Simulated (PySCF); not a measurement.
Simulated absorption spectrum

Compound: C5H7N.
SMILES: `C=N[C@H]1CC1=C`

Computed, not measured: PySCF 2.14.0, density-fitted response routines, TDDFT B3LYP/def2-SVPD, vertical, gas phase, core orbitals frozen in the response. One conformer (not necessarily the lowest) at the PBE0-D3(BJ)/def2-SVP geometry, without solvent, vibrations or thermal averaging. Torsions of this conformer, `[CH2:1]=[N:2][C@H:3]1[CH2:4][C:5]1=[CH2:6]`: C1–N2–C3–C4 151°.

Each state is given a Gaussian of 0.3 eV full width at half maximum, with ε(max) = 2.175×10⁸ f / Δν̃ (Δν̃ the width in cm⁻¹). The width is an assumption, not a result. The curve ends short of the highest state used, and states not computed would add to its high-energy end.

| λ (nm) | ε (L mol⁻¹ cm⁻¹) |
| --- | --- |
| 184.8 | 14499 |
| 187.4 | 21941 |
| 189.9 | 25409 |
| 192.5 | 19793 |
| 195.1 | 10152 |
| 197.6 | 4043 |
| 200.2 | 2432 |
| 202.8 | 3766 |
| 205.3 | 5860 |
| 207.9 | 7356 |
| 210.5 | 7425 |
| 213.0 | 6215 |
| 215.6 | 4232 |
| 218.2 | 2320 |
| 220.7 | 1052 |
| 223.3 | 370 |
| 225.8 | 110 |
| 228.4 | 26 |
| 231.0 | 6 |
| 233.5 | 5 |
| 236.1 | 13 |
| 238.7 | 33 |
| 241.2 | 64 |
| 243.8 | 105 |
| 246.4 | 143 |
| 248.9 | 162 |
| 251.5 | 157 |
| 254.1 | 130 |
| 256.6 | 94 |
| 259.2 | 59 |
| 261.8 | 32 |
| 264.3 | 16 |
| 266.9 | 7 |
| 269.5 | 3 |
| 272.0 | 1 |
| 274.6 | 0 |

Task: Where are the band maxima, and which computed states make them?

Result: 250 nm (4.96 eV), ε about 160, made up of S1 (100%); 209 nm (5.92 eV), ε about 7600, made up of S2 (46%) and S4 (49%); 190 nm (6.54 eV), ε about 25000, made up of S5 (93%) (ε in L mol⁻¹ cm⁻¹; maxima over ε = 5, shares over 10%). The states used: S1 4.97 eV (f 0.0018); S2 5.84 eV (f 0.049); S3 5.94 eV (f 0.0041); S4 6.00 eV (f 0.050); S5 6.52 eV (f 0.264); S6 6.71 eV (f 0.051); S7 6.98 eV (f 0.173); S8 7.13 eV (f 0.042); S9 7.18 eV (f 0.090); S10 7.31 eV (f 0.092).

Task: What would ε be at 6.54 eV, the highest of these maxima, with half the width (0.15 eV)?

Result: About 46100 L mol⁻¹ cm⁻¹ against 25500, a factor of about 1.8; a lone state at its own centre would give exactly 2.

Task: Coming from long wavelengths, where does ε first pass 100 L mol⁻¹ cm⁻¹?

Result: At about 256 nm (4.84 eV), 0.13 eV below S1.

Task: On this curve, what absorbance would a 10⁻⁴ mol/L sample give at 254 nm over a 1 cm path?

Result: 254 nm is 4.881 eV, where ε is about 130 L mol⁻¹ cm⁻¹, so A = ε c l ≈ 0.013 (Beer–Lambert, with the gas-phase spectrum and the assumed width).

All these states lie below the vertical ionisation energy of 9.29 eV (ΔSCF).
